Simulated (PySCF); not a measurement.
# UBHLYP/aug-cc-pVTZ run of Si2 (disilicon)

Aim: the vertical electron affinity of Si2 (disilicon) at UBHLYP/aug-cc-pVTZ, from 2 runs. Input form: a Python script.

The results are computed with PySCF 2.14.0.

4 further runs of the same task are left out: 4 set aside as unsound or not needed.

**1. The molecule**

Si2 has 2 atoms, charge 0, and is taken as a triplet. SMILES: `[Si]=[Si]`. The shape is that of a GFN2-xTB optimisation.

Bond lengths: Si1–Si2 2.174 Å.

**2. A single-point energy at UBHLYP/aug-cc-pVTZ**

Contents of job.py:

```python
# disilicon
from pyscf import gto, dft

system = gto.Mole()
system.atom = '''
Si     0.000000     0.000000     0.000000
Si     0.000000     0.000000     4.108661
'''
system.basis = 'aug-cc-pvtz'
system.spin = 2
system.verbose = 4
system.max_memory = 1860
system.unit = 'bohr'
system.build()

mf = dft.UKS(system)
mf.xc = 'bhandhlyp'
mf.grids.level = 5
mf.conv_tol = 1e-10
mf.kernel()
if not mf.converged:
    mf = mf.newton().run(mf.mo_coeff, mf.mo_occ)

e_tot = mf.e_tot
print('E = %.10f Eh' % e_tot)
```

Run with:

```
OMP_NUM_THREADS=1 python job.py
```

Output:

```text
PySCF version 2.14.0

[INPUT] num. atoms = 2
[INPUT] num. electrons = 28
[INPUT] charge = 0
[INPUT] spin (= nelec alpha-beta = 2S) = 2
[INPUT] symmetry False subgroup None
[INPUT] Mole.unit = bohr
[INPUT] Symbol           X                Y                Z      unit          X                Y                Z       unit  Magmom
[INPUT]  1 Si     0.000000000000   0.000000000000   0.000000000000 AA    0.000000000000   0.000000000000   0.000000000000 Bohr   0.0
[INPUT]  2 Si     0.000000000000   0.000000000000   2.174209768596 AA    0.000000000000   0.000000000000   4.108661000000 Bohr   0.0

nuclear repulsion = 47.7041060335715
number of shells = 26
number of NR pGTOs = 150
number of NR cGTOs = 100
basis = aug-cc-pvtz
ecp = {}

[... 33 lines left out ...]
WARN: beta  nocc = 13  HOMO -0.182925675157218 >= LUMO -0.182925675157212
[... 1 line left out ...]
WARN: HOMO -0.175623102055255 >= LUMO -0.182925675157212
[... 38 lines left out ...]
converged SCF energy = -578.864073363205  <S^2> = 2.0101175  2S+1 = 3.0067375
E = -578.8640733632 Eh
```

It took 11 s on 1 thread of Arm Neoverse V2, shared host; peak memory 0.48 GiB.

**3. The doublet anion, same level**

Contents of calc.py:

```python
from pyscf import gto, dft

mol = gto.M(
    atom='''
Si     0.000000     0.000000     0.000000
Si     0.000000     0.000000     2.174210
''',
    spin=1,
    verbose=4,
    max_memory=1860,
    charge=-1,
    basis='aug-cc-pvtz',
)

calc0 = dft.UKS(mol, xc='bhandhlyp')
calc0.conv_tol = 1e-10
calc0.grids.level = 5
calc0.kernel()
if not calc0.converged:
    calc0 = calc0.newton().run(calc0.mo_coeff, calc0.mo_occ)

etot = calc0.e_tot
print('Final energy', etot)
```

Run with:

```
OMP_NUM_THREADS=1 python calc.py
```

Output:

```text
PySCF version 2.14.0

[INPUT] num. atoms = 2
[INPUT] num. electrons = 29
[INPUT] charge = -1
[INPUT] spin (= nelec alpha-beta = 2S) = 1
[INPUT] symmetry False subgroup None
[INPUT] Mole.unit = angstrom
[INPUT] Symbol           X                Y                Z      unit          X                Y                Z       unit  Magmom
[INPUT]  1 Si     0.000000000000   0.000000000000   0.000000000000 AA    0.000000000000   0.000000000000   0.000000000000 Bohr   0.0
[INPUT]  2 Si     0.000000000000   0.000000000000   2.174210000000 AA    0.000000000000   0.000000000000   4.108661437291 Bohr   0.0

nuclear repulsion = 47.7041009563566
number of shells = 26
number of NR pGTOs = 150
number of NR cGTOs = 100
basis = aug-cc-pvtz
ecp = {}

[... 34 lines left out ...]
WARN: HOMO -0.175623100005114 >= LUMO -0.175623100005115
[... 38 lines left out ...]
converged SCF energy = -578.932171645714  <S^2> = 0.76401864  2S+1 = 2.0139698
Final energy -578.9321716457137
```

It took 11 s on 1 thread of Arm Neoverse V2, shared host; peak memory 0.48 GiB.

**4. Outcome**

Level: UBHLYP/aug-cc-pVTZ.

```
                                         quantity          value
                        triplet Si2: total energy  -578.86407 Eh
                       triplet Si2: dipole moment         0.00 D
  triplet Si2: HOMO energy (highest over α and β)       -6.40 eV
   triplet Si2: LUMO energy (lowest over α and β)       -3.07 eV
                                triplet Si2: ⟨S²⟩          2.010
                      doublet anion: total energy  -578.93217 Eh
doublet anion: HOMO energy (highest over α and β)       -0.96 eV
 doublet anion: LUMO energy (lowest over α and β)        2.05 eV
                              doublet anion: ⟨S²⟩          0.764
vertical electron affinity (to the doublet anion)       1.853 eV
```

What this shows: At fixed nuclei the extra electron is bound by 1.85 eV (179 kJ/mol).
